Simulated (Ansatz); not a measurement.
fcc Cu was calculated with PBE (plane waves, PAW; Ansatz, a quantum-chemistry and plane-wave program).

Run with plane-wave cutoff 500 eV, 34×34×34 k mesh, Fermi–Dirac smearing 0.1 eV, no spin polarisation, scalar-relativistic PAW data made under PBE.

Computed at the level's own relaxed cell.

What does this level give for the equilibrium volume per atom and lattice constant a?


equilibrium volume per atom: 11.95 Å³/atom
lattice constant a: 3.629 Å

Measured, for comparison: equilibrium volume per atom 11.62 Å³/atom, lattice constant a 3.595 Å (low-temperature or extrapolated to 0 K; zero-point anharmonic expansion removed; as tabulated in Csonka et al. (2009), arXiv:0903.4037). Computed (rounded) less measured: equilibrium volume per atom +2.8 %, lattice constant a +0.9 %.

The computed numbers hold no vibrational or temperature effects.

Computing time: about 50 core-seconds (a rough figure).
